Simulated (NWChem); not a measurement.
# C2H4O2 (glycolaldehyde): levels of theory compared

We compute a comparison of 3 runs (CCSD/6-31G*, CCSD/6-31+G*, CCSD/6-31++G**) of C2H4O2 (glycolaldehyde). 

The results are computed with NWChem 7.3.0.

## (1) Starting point

C2H4O2 has 8 atoms, charge 0, and is taken as a singlet. As SMILES, `O=CCO`. The shape is that of a PBE0-D4/def2-TZVP optimisation. This is one conformer, not always the lowest.

Bond lengths: O1–C2 1.203 Å, C2–C3 1.497 Å, C3–O4 1.387 Å, C2–H5 1.108 Å, C3–H6 1.102 Å, C3–H7 1.102 Å, O4–H8 0.969 Å. Angles: O1–C2–C3 121.7°, C2–C3–O4 112.2°, O1–C2–H5 121.6°, C3–C2–H5 116.7°, C2–C3–H6 107.5°, C2–C3–H7 107.6°, O4–C3–H6 111.6°, O4–C3–H7 111.6°, C3–O4–H8 105.9°, H6–C3–H7 106.0°.

## (2) The energy at CCSD/6-31G(d) (spherical functions) (run 1)

Contents of input.nw:

```
start input
memory stack 880 mb heap 220 mb global 1100 mb

geometry noautosym nocenter noautoz
   O       -0.677400      -0.184900      -1.577900
   C        0.186000       0.292000      -0.889600
   C        0.244700       0.041200       0.584700
   O       -0.787900      -0.777200       1.017500
   H        0.977600       0.938900      -1.315800
   H        1.230800      -0.397100       0.808100
   H        0.225200       1.020400       1.089600
   H       -1.306900      -0.990500       0.227600
end

basis spherical bse
   * library 6-31G*
end

scf
   nopen 0
   rhf
   thresh 1e-08
   maxiter 80
   print low
end

ccsd
   freeze core 4
   maxiter 60
end

task ccsd energy
```

The run is started by

```sh
$ nwchem input.nw > input.out
```

Standard output:

```text
[...]
  functions       =    64
[...]
  wavefunction    = RHF
[...]
         Total SCF energy =   -227.760314858269
      One-electron energy =   -549.874432791624
      Two-electron energy =    201.836218323590
 Nuclear repulsion energy =    120.277899609765
        Time for solution =      4.6s
[...]
 Total MP2 energy:           -228.360570924407398
[...]
             energy      energy      error      ampl     ampl      Block
                                                time     time      time
[...]
 Total CCSD energy:           -228.386796329404547
[...]
```

Run time: 32 s. Hardware: 1 thread of Intel Xeon 6975P-C (Granite Rapids), shared host; peak memory 0.15 GiB.

## (3) A single-point energy at CCSD/6-31+G(d) (spherical functions) (run 2)

Contents of input.xyz:

```xyz
8
C2H4O2 ccsd
O     -0.677400    -0.184900    -1.577900
C      0.186000     0.292000    -0.889600
C      0.244700     0.041200     0.584700
O     -0.787900    -0.777200     1.017500
H      0.977600     0.938900    -1.315800
H      1.230800    -0.397100     0.808100
H      0.225200     1.020400     1.089600
H     -1.306900    -0.990500     0.227600
```

Contents of input.nw:

```
echo
START input
TITLE "C2H4O2 ccsd"
memory 2200 mb
GEOMETRY noautosym nocenter noautoz
 load input.xyz
END
BASIS "ao basis" spherical bse
 O library 6-31+G*
 C library 6-31+G*
 H library 6-31+G*
END
SCF
 thresh 1e-08
 maxiter 80
 noprint "final vectors analysis"
END
CCSD
 freeze core 4
 maxiter 60
END
TASK ccsd energy
```

The run is started by

```sh
$ nwchem input.nw > input.out
```

Standard output:

```text
[...]
  functions       =    80
[...]
  wavefunction    = RHF
[...]
         Total SCF energy =   -227.769340499460
      One-electron energy =   -549.625153700823
      Two-electron energy =    201.577913591597
 Nuclear repulsion energy =    120.277899609766
        Time for solution =      8.9s
[...]
 Total MP2 energy:           -228.379057832773384
[...]
             energy      energy      error      ampl     ampl      Block
                                                time     time      time
[...]
 Total CCSD energy:           -228.404293964395606
[...]
```

Wall time 60 s (1 thread of Intel Xeon 6975P-C (Granite Rapids), shared host); peak memory 0.19 GiB.

## (4) The energy at CCSD/6-31++G(d,p) (spherical functions) (run 3)

Contents of m1.nw:

```
start m1
title "C2H4O2 ccsd"
memory stack 880 mb heap 220 mb global 1100 mb
charge 0

geometry units angstrom noautosym nocenter noautoz
  O       -0.677400      -0.184900      -1.577900
  C        0.186000       0.292000      -0.889600
  C        0.244700       0.041200       0.584700
  O       -0.787900      -0.777200       1.017500
  H        0.977600       0.938900      -1.315800
  H        1.230800      -0.397100       0.808100
  H        0.225200       1.020400       1.089600
  H       -1.306900      -0.990500       0.227600
end

basis spherical bse
  O library 6-31++G**
  C library 6-31++G**
  H library 6-31++G**
end

scf
  thresh 1e-08
  maxiter 80
  print low
end

ccsd
  freeze core 4
  maxiter 60
end

task ccsd energy
```

The run is started by

```sh
$ nwchem m1.nw > m1.out
```

Standard output:

```text
[...]
  functions       =    96
[...]
  wavefunction    = RHF
[...]
         Total SCF energy =   -227.781678189220
      One-electron energy =   -549.662621633575
      Two-electron energy =    201.603043834590
 Nuclear repulsion energy =    120.277899609765
        Time for solution =     14.7s
[...]
 Total MP2 energy:           -228.414713553062199
[...]
             energy      energy      error      ampl     ampl      Block
                                                time     time      time
[...]
 Total CCSD energy:           -228.440428721991168
[...]
```

Wall time 1.9 min (1 thread of Intel Xeon 6975P-C (Granite Rapids), shared host); peak memory 0.24 GiB.

## (5) Overview of the runs

```csv
run,level,energy (Eh),correlation energy (mEh),wall time
1,CCSD/6-31G* (spherical functions),-228.386796,-626.5,32 s
2,CCSD/6-31+G* (spherical functions),-228.404294,-635.0,60 s
3,CCSD/6-31++G** (spherical functions),-228.440429,-658.8,1.9 min
```

## (6) Summary of results

| quantity | value |
| --- | --- |
| run 3: total energy | -228.44043 Eh |
| run 3: correlation energy (4 core orbitals frozen) | -658.8 mEh |

What this shows: Over the runs the total energy spans 1.459 eV. All runs together took 3.5 min, the longest 1.9 min.
